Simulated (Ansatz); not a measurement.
Cost and result up the ladder for B₃H₉ (relaxed from a model of (H2B-mu-H)3, whose bonding it doesn't keep) (12 atoms). Charge 0, multiplicity 1. Geometry: PBE-D4/def2-TZVP.

Cartesian coordinates in Å:
```
B 0.827 -0.650 0.350
H 1.826 -0.076 0.651
H 0.851 -1.857 0.467
H 0.549 -0.846 -0.921
B -0.022 0.332 -1.058
H -0.632 -0.142 -1.992
H 0.650 1.284 -1.301
H -1.184 0.498 -0.467
B -0.667 0.488 0.742
H -0.255 1.505 1.205
H -1.752 0.121 1.140
H -0.190 -0.656 1.184
```

Ansatz on 4 threads of Arm Neoverse V1 on a shared host. Times are rough, and most runs start from the orbitals of an earlier one. PBE0-D4/def2-TZVPD serves as the yardstick here, not as an exact answer. Differences are given only for rows in sets of like size (and for xTB, whose basis is part of the method), since another set adds its own error. Binding counts from free atoms at the same level (B doublet, H doublet; other spins of the atoms weren't run), without zero-point energy or a counterpoise term.

B3LYP takes the VWN-RPA correlation. Correlated methods freeze 3 core orbitals.

Correlated methods converge slowly with the basis.

```
               level  functions  wall time  binding energy per atom (eV)  difference from PBE0-D4/def2-TZVPD (eV)
           HF/STO-3G         24      0.1 s                          3.49                                        –
            HF/6-31G         45     0.15 s                          2.43                                        –
        HF/def2-TZVP        147     0.35 s                          2.51                                    -0.77
      B3LYP-D4/6-31G         45      0.4 s                          3.24                                        –
     PBE-D4/def2-SVP         87      0.6 s                          3.31                                        –
       MP2/def2-TZVP        147     0.65 s                          3.13                                    -0.15
   BLYP-D4/def2-TZVP        147        1 s                          3.24                                    -0.04
  BHLYP-D4/def2-TZVP        147        1 s                          3.22                                    -0.06
   PBE0-D4/def2-TZVP        147      1.1 s                          3.28                                     0.00
   PBE-D4/def2-TZVPD        192      1.4 s                          3.30                                     0.02
  PBE0-D4/def2-TZVPD        192      1.6 s                          3.28                                     0.00
r2SCANh-D4/def2-TZVP        147      1.7 s                          3.30                                     0.02
r2SCAN-D4/def2-TZVPD        192      2.6 s                          3.30                                     0.02
  CCSD(T)/def2-TZVPD        192       20 s                          3.14                                    -0.14
```
